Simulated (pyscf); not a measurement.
H₃Si–NH–SiH₃ + water (H₂O) -> HO–SiH₂–NH–SiH₃ + hydrogen (H₂), a four-centre exchange (singlet surface; H–Si, H–O broken, O–Si, H–H formed). PySCF, gas phase, ωB97X-D3(BJ)/def2-SVP geometries. Energies in kcal/mol from the separated reactants.

Small-basis levels: PySCF, no dispersion term, spherical d functions. GFN2-xTB: tblite. Cost: rough CPU time at the saddle relative to B3LYP/6-31G*, from one job on a shared machine.

```tsv
level	barrier	reaction energy	cost
HF/6-31G*	…	-19.7	0.09
SVWN5/6-31G*	9.8	-25.4	1
BP86/6-31G*	24.7	-23.5	2
B3LYP/STO-3G	33.5	-17.9	0.8
B3LYP/3-21G	17.3	-32.4	0.9
M06-2X/6-31G*	28.4	-25.3	3
GFN2-xTB	34.4	-18.9	under 0.02
ωB97M-D3(BJ)/def2-TZVP	…	-21.9	–
```

What belongs in the gaps?


- HF/6-31G*, barrier: 51.3
- ωB97M-D3(BJ)/def2-TZVP, barrier: 29.0

Against the last row the barrier runs from -19.2 (SVWN5/6-31G*) to +22.3 kcal/mol (HF/6-31G*). ωB97M-D3(BJ)/def2-TZVP has limits of its own. The same reactants have a lower exit, to HO–SiH₃ + H₂N–SiH₃ (barrier +22.9 kcal/mol at ωB97M-D3(BJ)/def2-TZVP, against +29.0 kcal/mol here). HO–SiH₂–NH–SiH₃ lies 12.2 kcal/mol over its isomer H₂N–SiH₂–O–SiH₃ (electronic energy, ωB97M-D3(BJ)/def2-TZVP). One saddle was located; it need not be the lowest between these sides.
